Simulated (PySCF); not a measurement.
## Worked example: correlation energy of CH$_{2}$, singlet

Geometry: MP2(full)/6-31G*, from the G2/97 set.

| atom | x (Å) | y (Å) | z (Å) |
| --- | --- | --- | --- |
| C | 0.0000 | 0.0000 | 0.1002 |
| H | 0.0000 | 0.8622 | -0.5971 |
| H | 0.0000 | -0.8622 | -0.5971 |

Basis STO-3G; PySCF 2.14.0. Only valence electrons are correlated (noble-gas cores frozen), which leaves 6 electrons in 6 orbitals. Prefix R: restricted or restricted open-shell reference.

Full CI is exact within this basis and frozen core; it isn't the basis-set limit.

```tsv
level	total energy (hartree)
RHF	-38.371976
RMP2	-38.407560
RCCSD	-38.431858
RCCSD(T)	-38.432067
RCCSDT	-38.432209
RCCSDT(Q)	-38.432277
full CI	-38.432317
```

**Question.** What is the correlation energy at full CI, and what share of it do RMP2 and RCCSD recover?

**Answer.** E(corr) = -38.432317 − (-38.371976) = -0.060341 hartree = -1.642 eV. RMP2: -0.035584 / -0.060341 = 58.97 %. RCCSD: -0.059882 / -0.060341 = 99.24 %.

**Question.** By how many kcal/mol does RCCSD(T) miss full CI (1 hartree = 627.509 kcal/mol), and which steps make up the rest?

**Answer.** -38.432067 − (-38.432317) = 0.000250 hartree = 0.16 kcal/mol. Steps: RCCSDT − RCCSD(T) = -0.09, RCCSDT(Q) − RCCSDT = -0.04, full CI − RCCSDT(Q) = -0.03 kcal/mol. That is within 1 kcal/mol of the reference in this basis, which itself misses far more of the correlation at the basis-set limit.
